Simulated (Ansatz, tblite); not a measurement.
# The cluster PtAu₃−: rung by rung

How do method and basis change the picture of the cluster PtAu₃− (singlet)?

Program: Ansatz 0.2.0, Gaussian basis. Level of theory: as each input shows. These are calculated values, not measurements.

Levels to be run: GFN1-xTB, GFN2-xTB, PBE-D4/def2-TZVPD, r2SCAN-D4/def2-TZVPD, r2SCANh-D4/def2-TZVPD, ωB97X-V/def2-TZVPD, HF/def2-TZVPD, B97M-V/def2-TZVPD, BHLYP-D4/def2-TZVPD, BLYP-D4/def2-TZVPD, B3LYP-D4/def2-TZVPD, PBE-D4/def2-SVPD, PBE0-D4/def2-SVPD, CCSD(T)/def2-SVPD, MP2/def2-TZVPD, RPA/def2-TZVPD.

1 further run of the same task is left out (set aside as unsound or not needed).

## Step 1: The relaxed structure

The singlet was relaxed beforehand with PBE-D4/def2-SVPD. At that level it is the lowest of the isomers that a small search found.

4 atoms, charge -1, spin multiplicity 1.

Bond lengths: Pt1–Au2 2.620 Å, Pt1–Au3 2.619 Å, Pt1–Au4 2.561 Å, Au2–Au3 2.785 Å. Angles: Au2–Pt1–Au3 64.2°, Au2–Pt1–Au4 148.2°, Au3–Pt1–Au4 147.5°, Pt1–Au2–Au3 57.9°, Pt1–Au3–Au2 57.9°.

Coordinates:

```xyz
4
Au3Pt
Pt   -0.27605    0.37907    0.01050
Au   -0.11640   -2.23584   -0.01830
Au    2.14669   -0.61279   -0.05938
Au   -1.75424    2.46955    0.06718
```

Au, Pt take a core potential in the def2 sets. No spin-orbit coupling is included. The ion is computed in the gas phase, without counter-ions or solvent.

PBE0-D4/def2-TZVPD was run before; its log isn't repeated, and its numbers join the tables.

## Step 2: GFN1-xTB

Tight binding, by tblite at 300 K electronic temperature and without a spin-polarisation term:

```python
tblite.interface.Calculator('GFN1-xTB', numbers, positions, charge=-1, uhf=0).singlepoint()
```

Energy -451.8975 eV, HOMO -5.33 eV, LUMO -4.52 eV; 0.006 s.

## Step 3: GFN2-xTB

Tight binding, by tblite at 300 K electronic temperature and without a spin-polarisation term:

```python
tblite.interface.Calculator('GFN2-xTB', numbers, positions, charge=-1, uhf=0).singlepoint()
```

Energy -445.8574 eV, HOMO -2.61 eV, LUMO -1.88 eV; 0.006 s.

## Step 4: PBE-D4/def2-TZVPD

start.molden holds the orbitals of an earlier run on this state, given as this run's starting guess.

in.yaml reads:

```yaml
crystal:
  periodic: [false, false, false]
  atoms:
    - {symbol: Pt, position_ang: [-0.276052, 0.379075, 0.010497]}
    - {symbol: Au, position_ang: [-0.116400, -2.235839, -0.018303]}
    - {symbol: Au, position_ang: [2.146691, -0.612790, -0.059376]}
    - {symbol: Au, position_ang: [-1.754239, 2.469554, 0.067182]}
basis:
  gaussian: {orbitals: def2-TZVPD, initial_orbitals: start.molden}
total_charge: -1
hamiltonian: {xc: pbe, dispersion: d4}
scf: {omitted_lower_state_checks: [starts]}
output: {orbitals: {seedname: orbitals}}
```

On the command line:

```
ansatz run in.yaml --threads 2 --pin off --events-out ev --progress --plain --max-ram 4352MiB
```

Further steps of the session: r2SCAN-D4/def2-TZVPD; r2SCANh-D4/def2-TZVPD; ωB97X-V/def2-TZVPD; HF/def2-TZVPD; B97M-V/def2-TZVPD; BHLYP-D4/def2-TZVPD; BLYP-D4/def2-TZVPD; B3LYP-D4/def2-TZVPD; PBE-D4/def2-SVPD; PBE0-D4/def2-SVPD; CCSD(T)/def2-SVPD; MP2/def2-TZVPD; RPA/def2-TZVPD.

Before running them: what should the planned runs give, taken together? Wanted: gap in def2-TZVPD, named functionals and Hartree-Fock, smallest and largest; correlation energy, CCSD(T)/def2-SVPD; correlation energy, MP2/def2-TZVPD; PBE0 total energy, smallest basis above largest.

**Answer**, as computed:

| quantity | value |
| --- | --- |
| gap in def2-TZVPD, named functionals and Hartree-Fock, smallest and largest | 0.31 eV (BLYP-D4), 5.82 eV (ωB97X-V) |
| correlation energy, CCSD(T)/def2-SVPD | -40.69 eV |
| correlation energy, MP2/def2-TZVPD | -50.53 eV |
| PBE0 total energy, smallest basis above largest | 0.76 eV (def2-SVPD, def2-TZVPD) |

Orbital gaps of the named functionals and Hartree-Fock in def2-TZVPD span 0.31 eV (BLYP-D4) to 5.82 eV (ωB97X-V); exact exchange widens it. Notes on CCSD(T)/def2-SVPD and its Hartree-Fock reference, which MP2 shares: restricted state is unstable towards broken spin symmetry.
